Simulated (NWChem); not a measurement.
**Atomisation of C₂H₃O**

```xyz
6

C     -0.0781    -1.1704     0.0000
C      0.4265     0.2485     0.0000
O     -0.1955     1.2672     0.0000
H      0.3310    -1.6939     0.8878
H      0.3310    -1.6939    -0.8878
H     -1.1890    -1.2188     0.0000
```
Charge 0, spin multiplicity 2.

All runs are NWChem calculations. Structure: optimised with UPBE/def2-SVP, a minimum by its harmonic frequencies.

Basis set: def2-TZVP. The atomisation energy is electronic alone: no zero-point, thermal, spin-orbit or counterpoise terms. No value is extrapolated to the basis-set limit. Free atoms are single determinants with multiplicities C 3, O 3, H 2. Correlated methods freeze the same cores in atoms and molecule, 3 orbitals in all.

| method | atomisation energy (kcal/mol) | relative cost |
|---|---|---|
| LDA (SVWN5) | 676.1 | 1 |
| B3LYP | 580.9 | under 3 |
| PBE0 | 584.8 | under 3 |
| BLYP | 585.4 | under 3 |
| PBE | 603.1 | under 3 |
| M06-2X | 579.9 | under 3 |
| HF | 413.2 | under 3 |
| MP2 | 573.8 | 4 |
| CAM-B3LYP | 583.6 | 10 |

The values span 262.9 kcal/mol, from HF (lowest) to LDA (SVWN5) (highest). The cost column gives rough processor time relative to LDA (SVWN5); each entry includes its own SCF. Costs are the molecule's.

B3LYP has NWChem's definition, with VWN1-RPA local correlation. GW and range-separated runs recompute their integrals, the others keep them in memory, which bears on the times. The structure started from a generated list of species. The unpaired electrons of the parent sit in orbitals of symmetry a' (Cs labels of the run); other states weren't searched. No SCF solution was tested for a lower state. Open-shell Hartree-Fock references start from PBE0 orbitals; any time given for them includes that run.
